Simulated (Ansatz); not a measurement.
Worked example: the enthalpy of formation of C2H8N2 (SMILES NCCN)

C2H8N2: 12 atoms, total charge 0, spin state singlet. As SMILES, `NCCN`. The coordinates come from a PBE0-D4/def2-TZVP relaxation. This is one conformer, not always the lowest.

```xyz
12

N    -0.7623    1.1265   -0.7103
C    -0.3167    0.5917    0.5672
C     0.8843   -0.3232    0.3822
N     0.6753   -1.4810   -0.4685
H    -1.2125    0.4026   -1.2565
H    -1.4510    1.8548   -0.5747
H    -0.0203    1.4317    1.2037
H    -1.1032    0.0422    1.1129
H     1.7051    0.2594   -0.0458
H     1.2178   -0.6723    1.3652
H     0.4960   -1.1987   -1.4234
H    -0.1124   -2.0337   -0.1520
```

Total energies at B3LYP/6-31G* (spherical functions) (Ansatz 0.2.0); the atoms run unrestricted:

```tsv
species	state	energy (Eh)
C2H8N2	singlet	-190.506225
N	quartet	-54.582875
C	triplet	-37.844694
H	doublet	-0.500273
```

Harmonic wavenumbers at B3LYP/6-31G*, in cm⁻¹: 140, 221, 320, 371, 501, 829, 843, 867, 925, 1016, 1074, 1119, 1197, 1222, 1358, 1402, 1407, 1438, 1507, 1529, 1689, 1699, 2932, 3046, 3068, 3099, 3455, 3469, 3548, 3552.

Measured heats of formation of the gaseous atoms at 298.15 K, in kJ/mol: N 472.4, C 716.9, H 218.0. Take 1 Eh = 2625.50 kJ/mol, 1 cm⁻¹ = 0.0119627 kJ/mol, RT = 2.479 kJ/mol.

Q: What heat of formation follows?

A: 
1. Electronic atomisation energy: 2 × (-54.582875) + 2 × (-37.844694) + 8 × (-0.500273) − (-190.506225) = 1.648903 Eh = 4329.2 kJ/mol.
2. Zero-point energy: half the sum of the wavenumbers, 24421.5 cm⁻¹ = 292.1 kJ/mol.
3. Thermal vibrational enthalpy, Σ hcν̃/(exp(hcν̃/kT) − 1): 6.7 kJ/mol. Translation, rotation and pV of a non-linear molecule: 4 RT = 9.9 kJ/mol.
4. The 12 free atoms carry 5/2 RT each: 74.4 kJ/mol.
5. Atomisation enthalpy at 298 K: 4329.2 − 292.1 − 6.7 − 9.9 + 74.4 = 4094.9 kJ/mol.
6. Sum of the atoms' heats of formation: 4122.6 kJ/mol. Heat of formation: 4122.6 − 4094.9 = +27.7 kJ/mol.

The tabulated value is -18.0 kJ/mol (CRC Handbook of Chemistry and Physics), so this level is off by +45.7 kJ/mol, or 1.1 % of the atomisation enthalpy that the table implies (4140.6 kJ/mol). Anharmonicity and any spin-orbit splitting of the molecule are left out.
